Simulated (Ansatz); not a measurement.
# CHNa (singlet): the correlation ladder at angle Na2–C1–H3 = 110.8°, cc-pVDZ

One table from this session's results is given with a row withheld; the runs are named, their logs left out.

Program: Ansatz 0.2.0, Gaussian basis. Level of theory: cc-pVDZ, core rule «outside noble gas», up to 6 orbitals frozen. These are calculated values, not measurements.

To be run: UHF; CCSD(T) on RHF; CCSD(T) on UHF; BCCD(T) on RHF; CISD; CCSDT(Q) on RHF; CCSDT(Q) on UHF; CCSDTQ on RHF; CASSCF and MRCISD+Q, 2 electrons in 2 orbitals; CASSCF and NEVPT2, 2 electrons in 2 orbitals.

33 further runs of the same task are left out: 16 for a known fault of the program, 13 that didn't finish, 4 set aside as unsound or not needed. Runs told in other sessions of the task aren't counted.

### The geometry

The geometry derives from a PBE0/def2-TZVP stationary point (not a proven minimum). One angle is set to the value named; bond lengths are kept.

3 atoms, charge 0, spin multiplicity 1.

Atoms are counted from 1 here; the program's logs count them from 0.

Bond lengths: C1–Na2 2.359 Å, C1–H3 1.119 Å. Angles: Na2–C1–H3 110.8°.

Set-up of the first run:

in.yaml

```yaml
crystal:
  periodic: [false, false, false]
  atoms:
    - {symbol: C, position_ang: [0.000000, -0.146143, 1.488223]}
    - {symbol: Na, position_ang: [0.000000, 0.038411, -0.863721]}
    - {symbol: H, position_ang: [0.000000, 0.865348, 1.966537]}
basis:
  gaussian: {orbitals: cc-pVDZ}
magnetization: {spin_polarized: true, initial_magnetization: 0}
hamiltonian: {xc: hf}
output: {orbitals: {seedname: orbitals}}
```

On the command line:

```
$ ansatz run in.yaml --threads 1 --pin off --events-out ev --progress --plain --max-ram 2393MiB
```

Among the steps run: UHF; CCSD(T) on RHF; CCSD(T) on UHF; BCCD(T) on RHF; CISD; CCSDT(Q) on RHF; CCSDT(Q) on UHF; CCSDTQ on RHF; CASSCF and MRCISD+Q, 2 electrons in 2 orbitals; CASSCF and NEVPT2, 2 electrons in 2 orbitals.

One of the session's tables, all rows but one given; the rest of the session is left out.

```
       method  from RCCSDTQ (meV)
          RHF             +4154.0
         RMP2                   ?
         CISD              +423.1
        RCCSD              +209.6
     RCCSD(T)               +63.2
      BCCD(T)               +67.3
       RCCSDT               +23.7
    RCCSDT(Q)                +2.9
      RCCSDTQ                   0
  CASSCF pair             +3525.6
  NEVPT2 pair              +830.6
  MRCISD pair              +305.4
MRCISD+Q pair               +60.4
```

Estimate the missing values for RMP2.

The run gave: from RCCSDTQ (meV): +933.3. In the column «from RCCSDTQ (meV)» it lies between NEVPT2 pair (+830.6) and CASSCF pair (+3525.6).

Left out of the table: UHF, UMP2, UCCSD, UCCSD(T), UCCSDT, UCCSDT(Q) (another determinant or state than the rows shown). UCCSDT(Q) lies 0.89 eV below the table's zero, so the state tabled may not be the lowest.
